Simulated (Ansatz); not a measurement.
A nudged elastic band was laid between two geometries of H2S + H4OSi (9 atoms, charge 0, multiplicity 1).

Method: RKS PBE-D4/def2-SVP (Ansatz 0.2.0).

```yaml
movable_images: 9
climbing_image: yes
spring: 5.0 eV/Å²
optimiser: quadratic models (default)
start_path: through a guess of the saddle point
force_threshold: 0.03 eV/Å
iteration_limit: 60
end_points: relaxed
```

First end point:

```xyz
9
Properties=species:S:1:pos:R:3
Si -0.047 0.277 0.880
H 0.894 -0.765 0.322
H 0.115 1.540 0.071
H -1.458 -0.216 0.829
O 0.252 0.553 2.518
H -0.551 -1.721 -2.173
S -0.821 -0.409 -2.420
H 1.136 0.908 2.716
H 0.480 -0.166 -2.744
```

Last end point:

```xyz
9
Properties=species:S:1:pos:R:3
Si -0.797 0.858 0.383
H 2.054 -1.915 -0.200
H -0.043 2.095 -0.026
H -2.124 1.188 0.983
O 0.004 -0.022 1.563
H 1.338 -1.750 -0.434
S -1.166 -0.265 -1.441
H 0.825 -0.454 1.263
H -0.092 0.265 -2.091
```

Task: Which bonds break or form, and what moves?

Result: Bonds broken: Si1–H2, H6–S7. Bonds formed: Si1–S7, H2–H6. H2S + H4OSi becomes H2 + H4OSSi.

Task: Give the energies along the band, and the barrier.

Result: The run converged. The highest image is number 5 of 0 to 10, 1.52 eV above the first end and 1.95 eV above the last; the last end lies 0.43 eV below the first. A vibrational analysis at the climbing image gives one clearly imaginary mode, 934i cm⁻¹: a first-order saddle point. The orbitals stay closed-shell, which can raise the energy where a bond breaks towards radicals; this wasn't checked here.

```json
{"image": "0", "path coordinate (Å)": "0.00", "energy (eV)": "0.00", "Si1–H2 (Å)": "1.51", "H6–S7 (Å)": "1.36", "Si1–S7 (Å)": "3.46"}
{"image": "1", "path coordinate (Å)": "0.76", "energy (eV)": "0.00", "Si1–H2 (Å)": "1.51", "H6–S7 (Å)": "1.36", "Si1–S7 (Å)": "3.48"}
{"image": "2", "path coordinate (Å)": "1.53", "energy (eV)": "0.03", "Si1–H2 (Å)": "1.51", "H6–S7 (Å)": "1.36", "Si1–S7 (Å)": "3.55"}
{"image": "3", "path coordinate (Å)": "2.29", "energy (eV)": "0.14", "Si1–H2 (Å)": "1.51", "H6–S7 (Å)": "1.37", "Si1–S7 (Å)": "3.48"}
{"image": "4", "path coordinate (Å)": "3.05", "energy (eV)": "0.63", "Si1–H2 (Å)": "1.54", "H6–S7 (Å)": "1.39", "Si1–S7 (Å)": "3.04"}
{"image": "5", "path coordinate (Å)": "3.82", "energy (eV)": "1.52", "Si1–H2 (Å)": "1.76", "H6–S7 (Å)": "1.66", "Si1–S7 (Å)": "2.57"}
{"image": "6", "path coordinate (Å)": "4.48", "energy (eV)": "0.66", "Si1–H2 (Å)": "2.21", "H6–S7 (Å)": "2.10", "Si1–S7 (Å)": "2.32"}
{"image": "7", "path coordinate (Å)": "5.15", "energy (eV)": "-0.05", "Si1–H2 (Å)": "2.74", "H6–S7 (Å)": "2.41", "Si1–S7 (Å)": "2.21"}
{"image": "8", "path coordinate (Å)": "5.81", "energy (eV)": "-0.35", "Si1–H2 (Å)": "3.27", "H6–S7 (Å)": "2.69", "Si1–S7 (Å)": "2.18"}
{"image": "9", "path coordinate (Å)": "6.48", "energy (eV)": "-0.43", "Si1–H2 (Å)": "3.78", "H6–S7 (Å)": "3.02", "Si1–S7 (Å)": "2.18"}
{"image": "10", "path coordinate (Å)": "7.15", "energy (eV)": "-0.43", "Si1–H2 (Å)": "4.02", "H6–S7 (Å)": "3.08", "Si1–S7 (Å)": "2.17"}
```

Task: What is the geometry of the highest image?

Result: 
```xyz
9
Properties=species:S:1:pos:R:3
Si -0.283 0.357 0.410
H 1.122 -0.640 0.043
H 0.313 1.545 -0.288
H -1.759 0.507 0.626
O 0.116 0.113 2.033
H 0.576 -0.931 -0.779
S -0.784 -0.965 -1.737
H 1.061 -0.070 2.191
H -0.361 0.085 -2.498
```

Task: What are the harmonic wavenumbers there?

Result: 934i, 97, 245, 304, 391, 487, 548, 716, 723, 812, 845, 912, 940, 970, 1177, 1399, 1745, 2166, 2182, 2616, 3719 cm⁻¹.

The run took 2.4 min on 2 threads of Arm Neoverse V2, with other jobs on the host, peak memory 0.14 GiB.
